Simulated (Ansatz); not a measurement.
Rock-salt RbCl was calculated with G0W0@PBE0 in Ansatz (plane waves, hard PAW, contour deformation).

The same calculation (at the measured cell, 35.771 Å³/atom) with different numerical settings; throughout: k mesh 2×2×2:

```json
[
 {"run": "1", "response cutoff (eV)": "100", "empty bands": "298", "quasiparticle gap on the mesh (eV)": "8.389", "quasiparticle gap at Γ (eV)": "8.389", "rough time": "80 core-s"},
 {"run": "2", "response cutoff (eV)": "150", "empty bands": "548", "quasiparticle gap on the mesh (eV)": "8.524", "quasiparticle gap at Γ (eV)": "8.524", "rough time": "3 core-min"},
 {"run": "3", "response cutoff (eV)": "200", "empty bands": "844", "quasiparticle gap on the mesh (eV)": "8.590", "quasiparticle gap at Γ (eV)": "8.590", "rough time": "7 core-min"},
 {"run": "4", "response cutoff (eV)": "250", "empty bands": "1180", "quasiparticle gap on the mesh (eV)": "8.627", "quasiparticle gap at Γ (eV)": "8.627", "rough time": "20 core-min"},
 {"run": "5", "response cutoff (eV)": "300", "empty bands": "1551", "quasiparticle gap on the mesh (eV)": "8.651", "quasiparticle gap at Γ (eV)": "8.651", "rough time": "20 core-min"}
]
```

In the column quasiparticle gap on the mesh (eV) the first row differs from the last by -0.262 and the next to last by -0.024.

The last row is no converged limit: other settings stay fixed.

Spin–orbit coupling is not included.

Note: GW on a hybrid start was not checked against another program.

Ansatz is a program for electronic structure.
